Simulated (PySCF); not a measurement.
# Which functional comes closest?

Molecule: `InChI=1S/C2H3Cl/c1-2-3/h2H,1H2`.

Geometry:
```csv
atom,x (Å),y (Å),z (Å)
C1,-0.731,-0.127,-0.005
C2,0.544,0.247,0.005
Cl3,1.863,-0.866,0.010
H4,-1.024,-1.179,-0.011
H5,-1.515,0.633,-0.009
H6,0.864,1.292,0.010
```

Geometry PBE0-D3(BJ)/def2-SVP throughout; GIAO in PySCF 2.14.0 with density-fitted response routines, gas phase, one conformer, non-relativistic; equivalent atoms averaged; basis pcSseg-2.

Reference values (measured; solution, not stated per compound (mostly CDCl3 or CCl4); Pretsch, Buehlmann, Badertscher, Structure Determination of Organic Compounds, 4th ed. (2009)): δ(H6) = 6.26 ppm, δ(H5) = 5.39 ppm, δ(H4) = 5.48 ppm. Computed shifts are taken against TMS, calculated as an isolated molecule at each level.

How do the functionals HF, LDA, PBE, BLYP, BP86, OPBE, KT2, KT3, B97-D, B3LYP, PBE0, mPW1PW91, WP04, B97-2, BHandHLYP, CAM-B3LYP, wB97X-D, LC-wPBE perform against the reference? Times are CPU seconds on shared hosts with different chips, so compare them loosely; the GGAs took longer than the global hybrids here, which isn't the general rule, and the cause wasn't traced.

## Answers


```
functional                    kind    H6    H5    H4  mean abs. error H  core-s
        HF            Hartree–Fock  6.48  5.57  5.80               0.24     2.7
       LDA                     LDA  6.69  5.57  5.74               0.29     6.4
       PBE                     GGA  6.63  5.48  5.63               0.20     7.6
      BLYP                     GGA  6.61  5.39  5.58               0.15     7.5
      BP86                     GGA  6.60  5.47  5.62               0.19     7.6
      OPBE                     GGA  6.62  5.56  5.64               0.23     8.2
       KT2                     GGA  6.50  5.31  5.48               0.11     8.3
       KT3                     GGA  6.51  5.33  5.46               0.11     7.8
     B97-D                     GGA  6.57  5.41  5.56               0.14     7.9
     B3LYP           global hybrid  6.58  5.46  5.65               0.19       5
      PBE0           global hybrid  6.59  5.56  5.71               0.24     5.8
  mPW1PW91           global hybrid  6.57  5.55  5.70               0.23     5.8
      WP04           global hybrid  6.33  5.35  5.45               0.05     4.5
     B97-2           global hybrid  6.55  5.50  5.65               0.19     4.3
 BHandHLYP           global hybrid  6.54  5.52  5.72               0.22     4.2
 CAM-B3LYP  range-separated hybrid  6.58  5.53  5.76               0.25     5.7
   wB97X-D  range-separated hybrid  6.55  5.57  5.76               0.25     6.3
   LC-wPBE  range-separated hybrid  6.54  5.70  5.88               0.33     7.9
```

For $^{1}$H the closest is WP04 (0.05 ppm) and the furthest LC-wPBE (0.33 ppm). One molecule is a small sample, and vibrational and solvent effects are absent from the calculation.
